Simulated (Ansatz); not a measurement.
# Al₂NH (quintet): wave-function methods side by side, cc-pVDZ

Aim: climb from Hartree-Fock through coupled cluster for Al₂NH (quintet) at one geometry and basis, and see what each rung misses.

Method: cc-pVDZ, core rule «outside noble gas», up to 11 orbitals frozen; program: Ansatz 0.2.0, Gaussian basis.

Plan: UHF; CCSD(T) on ROHF; CCSD(T) on UHF; BCCD(T) on ROHF; CISD; CCSDT(Q) on ROHF; CCSDT(Q) on UHF.

32 further runs of the same task are left out: 23 that didn't finish, 9 set aside as unsound or not needed.

### 1 The system

The geometry is a PBE0/def2-TZVP stationary point (not a proven minimum) of the parent state, kept for this charge and spin.

4 atoms, charge 0, spin multiplicity 5.

Atoms are counted from 1 here; the program's logs count them from 0.

Bond lengths: Al1–Al2 2.591 Å, Al1–H4 1.603 Å, Al2–N3 1.750 Å. Angles: Al2–Al1–H4 120.6°, Al1–Al2–N3 159.8°.

### 2 UHF

in.yaml reads:

```yaml
crystal:
  periodic: [false, false, false]
  atoms:
    - {symbol: Al, position_ang: [0.000000, -0.162621, 1.857018]}
    - {symbol: Al, position_ang: [0.000000, 0.205260, -0.708096]}
    - {symbol: N, position_ang: [0.000000, -0.160437, -2.419003]}
    - {symbol: H, position_ang: [0.000000, 1.088104, 2.859862]}
basis:
  gaussian: {orbitals: cc-pVDZ}
magnetization: {spin_polarized: true, initial_magnetization: 4}
hamiltonian: {xc: hf}
output: {orbitals: {seedname: orbitals}}
```

Command:

```bash
$ ansatz run in.yaml --threads 1 --pin off --events-out ev --progress --plain --max-ram 2393MiB
```

The runs that follow: CCSD(T) on ROHF; CCSD(T) on UHF; BCCD(T) on ROHF; CISD; CCSDT(Q) on ROHF; CCSDT(Q) on UHF.

**Question.** What will the summary of the whole plan be? Wanted: UCCSDT(Q) below the RHF energy; RMP2 from UCCSDT(Q); UMP2 from UCCSDT(Q); RCCSD from UCCSDT(Q); RCCSD(T) from UCCSDT(Q); UCCSD(T) from UCCSDT(Q); RCCSDT(Q) from UCCSDT(Q); T1 diagnostic.

**Answer**, as computed:

| quantity | value |
| --- | --- |
| UCCSDT(Q) below the RHF energy | -6.6288 eV |
| RMP2 from UCCSDT(Q) | +32.54 kcal/mol |
| UMP2 from UCCSDT(Q) | +32.61 kcal/mol |
| RCCSD from UCCSDT(Q) | +6.04 kcal/mol |
| RCCSD(T) from UCCSDT(Q) | +1.65 kcal/mol |
| UCCSD(T) from UCCSDT(Q) | +1.64 kcal/mol |
| RCCSDT(Q) from UCCSDT(Q) | +0.05 kcal/mol |
| levels within 1 kcal/mol (43 meV) | RCCSDT, UCCSDT, RCCSDT(Q) |
| T1 diagnostic | 0.041 |

**Reading.** RCCSD(T) misses by +1.65 kcal/mol, 1.1 % of the correlation energy. These misses are within one basis, not against nature; the frozen cores of restricted and unrestricted runs differ, which can shift their rows.
